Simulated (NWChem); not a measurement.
## Ionisation of N₂ (+1)

```xyz
2

N      0.0000     0.0000     0.5566
N      0.0000     0.0000    -0.5566
```
Charge +1, spin multiplicity 2.

Program: NWChem. The geometry was optimised at UB3LYP/def2-SVP, a minimum by its harmonic frequencies.

Basis set: def2-TZVP. The species with one electron less has spin multiplicity 1 and keeps the geometry of the parent. Δ marks differences of total energies (open shells unrestricted). −ε marks an orbital energy of the parent. That orbital need not have the symmetry of the hole or added electron in the Δ rows. That singlet is a closed-shell solution.

The correlated methods keep 2 core orbitals frozen. B3LYP has NWChem's definition, with VWN1-RPA local correlation. The structure started from a generated list of species. The unpaired electrons of the parent sit in orbitals of symmetry ag (D2h labels of the run); other states weren't searched. The stability of the SCF solutions was not checked.

### Question
One of these methods gave a first vertical ionisation energy of 29.21 eV. Which?
A) ΔB3LYP
B) ΔB2PLYP
C) −ε(alpha HOMO) of B3LYP
D) G0W0@PBE

### Answer
A, ΔB3LYP. The others give 28.22 (ΔB2PLYP), 27.21 (G0W0@PBE), 24.03 (−ε(alpha HOMO) of B3LYP).
